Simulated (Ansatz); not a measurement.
Process, species as SMILES: F[C]F (closed-shell singlet) + 3 [H][H] (H2) → C (CH4) + 2 F (HF)
B3LYP-D3(BJ)/def2-TZVP geometries, fixed; electronic energies without zero-point terms.

Basis-set convergence of the energy of full hydrogenation at r2SCAN with Ansatz (a first-principles code). All functions are spherical. The program fits the integrals of some runs and decomposes those of others, by size. No added dispersion term, no relativity. Functions are those of the species that has most. Reference: the value in aug-pcseg-3, -113.76 kcal/mol, itself unsure by roughly 0.10 kcal/mol (its mean distance from aug-cc-pVQZ, def2-QZVPPD, pcseg-3). Deviations are taken from unrounded values.

| basis | functions | energy of full hydrogenation (kcal/mol) | minus reference (kcal/mol) |
|---|---|---|---|
| 6-31G | 27 | -109.53 | 4.23 |
| cc-pVDZ | 42 | -103.98 | 9.78 |
| def2-SV(P) | 42 | -85.22 | 28.54 |
| 6-311++G(2d,2p) | 81 | -117.03 | -3.27 |
| pcseg-2 | 90 | -113.67 | 0.09 |
| def2-TZVPP | 93 | -112.32 | 1.44 |
| aug-cc-pVTZ | 138 | -113.77 | -0.01 |
| cc-pVQZ | 175 | -111.99 | 1.77 |
| aug-pcseg-3 | 281 | -113.76 | 0.00 |

The smallest set listed that lies within 1 kcal/mol of the reference with all its larger relatives (same family, alike in diffuse functions; a set with none counts only in the reference's own line) is pcseg-2 (90 functions, 0.09 kcal/mol off). (Relatives not listed, tested too: pcseg-3 -0.06, aug-cc-pVQZ 0.20 kcal/mol.)
